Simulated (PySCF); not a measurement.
Which determinant of C2 lies lowest?

Unrestricted PBE0; PySCF, no relativity, basis sets C def2-TZVPP. Outer shells of the fragments: C 2s2 2p2; C 2s2 2p2.

Followed along the bond (rough minima from three points):

| 2Ms+1 | unpaired | ⟨S²⟩ at the start | R at minimum (Å) | Te (eV) |
| --- | --- | --- | --- | --- |
| 3 | σ ↑, π ↑ | 2.01 | 1.30 | 0.00 |
| 1 | σ ↑, π ↓ | 1.01 | 1.31 | 0.25 |
| 3 | π ↑↑ | 2.01 | 1.37 | 0.48 |
| 1 | π ↑↓ | 1.00 | 1.37 | 0.80 |
| 1 | none | 0.00 | 1.39 | 1.86 |

Solutions found at the starting distance of 1.420 Å, counted from the lowest of them; the search is not exhaustive and high or unbound solutions are not listed, so other states can lie among these:

```
2Ms+1    unpaired   term  E (eV)  ⟨S²⟩  ⟨Lz²⟩
    3    σ ↑, π ↑     ³Π    0.00  2.01   1.00
    3        π ↑↑    ³Σ⁻    0.18  2.01   0.00
    1    σ ↑, π ↓  mixed    0.23  1.01   1.00
    1        π ↑↓  mixed    0.49  1.00   2.01
    1        none  mixed    1.53  0.00   2.00
    1        none    ¹Σ⁺    1.57  0.00   0.00
    3        σ ↑↑    ³Σ⁺    2.62  2.01   0.00
    5  σ ↑, π ↑↑↑     ⁵Π    3.33  6.00   1.00
    3  σ ↑, π ↑↑↓  mixed    4.06  3.01   3.02
    1  σ ↑, π ↑↓↓  mixed    4.45  2.02   3.02
```

A term symbol is given only where ⟨S²⟩ and ⟨Lz²⟩ are close to those of a pure state; real π, δ and φ orbitals otherwise mix terms, and g/u labels are left off.
